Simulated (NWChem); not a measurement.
System: Li₂; SMILES [Li][Li]

Input file for NWChem:

```
start job
memory heap 200 mb stack 900 mb global 1100 mb
geometry units angstroms noautosym nocenter noautoz
  Li     0.000000     0.000000    -1.393559
  Li     0.000000     0.000000     1.393559
end
basis spherical
  * library aug-cc-pvdz
end
dft
  xc pbe0
  iterations 150
end
tddft
  cis
  nroots 6
  notriplet
end
task tddft energy
```

NWChem printed, in part:

```
             Northwest Computational Chemistry Package (NWChem) 7.3.0
             --------------------------------------------------------

                             Geometry "geometry" -> ""
                             -------------------------

 Output coordinates in angstroms (scale by  1.889725989 to convert to a.u.)

  No.       Tag          Charge          X              Y              Z
 ---- ---------------- ---------- -------------- -------------- --------------
    1 Li                   3.0000     0.00000000     0.00000000    -1.39355900
    2 Li                   3.0000     0.00000000     0.00000000     1.39355900

 Effective nuclear repulsion energy (a.u.)       1.7087885195

                                 NWChem DFT Module
                                 -----------------

 Summary of "ao basis" -> "ao basis" (spherical)
 ------------------------------------------------------------------------------
       Tag                 Description            Shells   Functions and Types
 ---------------- ------------------------------  ------  ---------------------
 Li                       aug-cc-pvdz                9       23   4s3p2d

            General Information
            -------------------
          SCF calculation type: DFT
          Wavefunction type:  closed shell.
          No. of atoms     :     2
          No. of electrons :     6
           Alpha electrons :     3
            Beta electrons :     3
          Charge           :     0
          Spin multiplicity:     1
          Use of symmetry is: off; symmetry adaption is: off
          Maximum number of iterations: 150
          AO basis - number of functions:    46
                     number of shells:    18
          Convergence on energy requested:  1.00D-06
          Convergence on density requested:  1.00D-05
          Convergence on gradient requested:  5.00D-04

              XC Information
              --------------
                         PBE0 Method XC Functional
                     Hartree-Fock (Exact) Exchange  0.250
          PerdewBurkeErnzerhof Exchange Functional  0.750
            Perdew 1991 LDA Correlation Functional  1.000 local
           PerdewBurkeErnz. Correlation Functional  1.000 non-local

             Grid Information
             ----------------
          Grid used for XC integration:  medium
          Radial quadrature: Mura-Knowles
          Angular quadrature: Lebedev.
          Tag              B.-S. Rad. Rad. Pts. Rad. Cut. Ang. Pts.
          ---              ---------- --------- --------- ---------
          Li                  1.45       49          25.0       434
          Grid pruning is: on
          Number of quadrature shells:    98
          Spatial weights used:  Erf1

      Superposition of Atomic Density Guess
      -------------------------------------

 Sum of atomic energies:         -14.86484991

      Non-variational initial energy
      ------------------------------

 Total energy =     -14.801629
 1-e energy   =     -22.808098
 2-e energy   =       6.297681
 HOMO         =      -0.160105
 LUMO         =      -0.022793

   convergence    iter        energy       DeltaE   RMS-Dens  Diis-err
 ---------------- ----- ----------------- --------- --------- ---------
 d= 0,ls=0.0,diis     1    -14.9608965958 -1.67D+01  4.70D-03  6.17D-03
 d= 0,ls=0.0,diis     2    -14.9626800375 -1.78D-03  8.29D-04  1.59D-04
 d= 0,ls=0.0,diis     3    -14.9627355345 -5.55D-05  1.47D-04  5.09D-06
 d= 0,ls=0.0,diis     4    -14.9627395117 -3.98D-06  1.93D-05  8.77D-08
 d= 0,ls=0.0,diis     5    -14.9627395756 -6.39D-08  2.29D-06  5.36D-10

         Total DFT energy =      -14.962739575587
      One electron energy =      -23.009774327392
           Coulomb energy =        9.991922734044
    Exchange-Corr. energy =       -3.653676501777
 Nuclear repulsion energy =        1.708788519538

 Numeric. integr. density =        5.999999984317

                       DFT Final Molecular Orbital Analysis
                       ------------------------------------

[...]

                                NWChem TDDFT Module
                                -------------------

            General Information
            -------------------
           No. of orbitals :      92
            Alpha orbitals :      46
             Beta orbitals :      46
        Alpha frozen cores :       0
         Beta frozen cores :       0
     Alpha frozen virtuals :       0
      Beta frozen virtuals :       0
         Spin multiplicity :       1
    Number of AO functions :      46
        Use of symmetry is : off
      Symmetry adaption is : off
         Schwarz screening :  0.10D-07

              XC Information
              --------------
                  PBE0 Method XC Functional
              Hartree-Fock (Exact) Exchange   0.25
   PerdewBurkeErnzerhof Exchange Functional   0.75
     Perdew 1991 LDA Correlation Functional   1.00 local
    PerdewBurkeErnz. Correlation Functional   1.00 non-local

             TDDFT Information
             -----------------
          Calculation type : Tamm-Dancoff TDDFT
         Wavefunction type : Restricted singlets
          No. of electrons :       6
           Alpha electrons :       3
            Beta electrons :       3
              No. of roots :       6
          Max subspacesize :    5200
            Max iterations :     100
               Target root :       1
           Target symmetry : none
      Symmetry restriction : off
                 Algorithm : Optimal
        Davidson threshold :  0.10D-03

    6 smallest eigenvalue differences (eV)
--------------------------------------------------------
  No. Spin  Occ  Vir  Irrep   E(Occ)    E(Vir)   E(Diff)
--------------------------------------------------------
    1    1    3    4 a        -0.138    -0.050     2.392
    2    1    3    5 a        -0.138    -0.028     2.976
    3    1    3    6 a        -0.138    -0.028     2.976
    4    1    3    7 a        -0.138    -0.015     3.347
    5    1    3    8 a        -0.138     0.008     3.962
    6    1    3    9 a        -0.138     0.010     4.013
--------------------------------------------------------

  Entering Davidson iterations
  Restricted singlet excited states

  Iter   NTrls   NConv    DeltaV     DeltaE      Time
  ----  ------  ------  ---------  ---------  ---------
    1      6       0     0.26E-01   0.10+100        0.7
    2     12       0     0.11E-01   0.61E-02        0.7
    3     18       0     0.50E-01   0.21E-02        0.7
    4     24       4     0.30E-02   0.23E-02        0.7
    5     26       5     0.72E-03   0.22E-04        0.4
    6     27       6     0.61E-04   0.48E-06        0.3
  ----  ------  ------  ---------  ---------  ---------
  Convergence criterion met

  Ground state a         -14.962739575587 a.u.

  ----------------------------------------------------------------------------
  Root   1 singlet a              0.077586103 a.u.                2.1112 eV
  ----------------------------------------------------------------------------
     Transition Moments    X -0.00000   Y -0.00000   Z -3.65700
     Dipole Oscillator Strength                    0.6917384026
     Electric Quadrupole                           0.0000000000
     Magnetic Dipole                               0.0000000000
     Total Oscillator Strength                     0.6917384026

     Occ.    3  a   ---  Virt.    4  a       -0.98921
     Occ.    3  a   ---  Virt.    8  a        0.05804
     Occ.    3  a   ---  Virt.   17  a       -0.06658
     Occ.    3  a   ---  Virt.   18  a        0.08825
     Occ.    3  a   ---  Virt.   29  a       -0.05804
  ----------------------------------------------------------------------------
  Root   2 singlet a              0.098440961 a.u.                2.6787 eV
  ----------------------------------------------------------------------------
     Transition Moments    X  3.09016   Y -0.57936   Z -0.00000
     Dipole Oscillator Strength                    0.6487099372
     Electric Quadrupole                           0.0000000000
     Magnetic Dipole                               0.0000000000
     Total Oscillator Strength                     0.6487099372

     Occ.    3  a   ---  Virt.    5  a       -0.80775
     Occ.    3  a   ---  Virt.    6  a       -0.55818
     Occ.    3  a   ---  Virt.   11  a       -0.10940
     Occ.    3  a   ---  Virt.   12  a       -0.07562
     Occ.    3  a   ---  Virt.   20  a       -0.09981
     Occ.    3  a   ---  Virt.   21  a       -0.06923
  ----------------------------------------------------------------------------
  Root   3 singlet a              0.098440961 a.u.                2.6787 eV
  ----------------------------------------------------------------------------
     Transition Moments    X  0.57936   Y  3.09016   Z -0.00000
     Dipole Oscillator Strength                    0.6487099372
     Electric Quadrupole                           0.0000000000
     Magnetic Dipole                               0.0000000000
     Total Oscillator Strength                     0.6487099372

     Occ.    3  a   ---  Virt.    5  a        0.55818
     Occ.    3  a   ---  Virt.    6  a       -0.80775
     Occ.    3  a   ---  Virt.   11  a        0.07562
     Occ.    3  a   ---  Virt.   12  a       -0.10940
     Occ.    3  a   ---  Virt.   20  a        0.06923
     Occ.    3  a   ---  Virt.   21  a       -0.09981
  ----------------------------------------------------------------------------
  Root   4 singlet a              0.103122360 a.u.                2.8061 eV
  ----------------------------------------------------------------------------
     Transition Moments    X -0.00000   Y -0.00000   Z  0.00000
     Dipole Oscillator Strength                    0.0000000000
     Electric Quadrupole                           0.0000004958
     Magnetic Dipole                               0.0000000000
     Total Oscillator Strength                     0.0000004958

[...]
```

Level: PBE0/aug-cc-pVDZ, TDA. Structure relaxed at the PBE0/def2-SVP level.
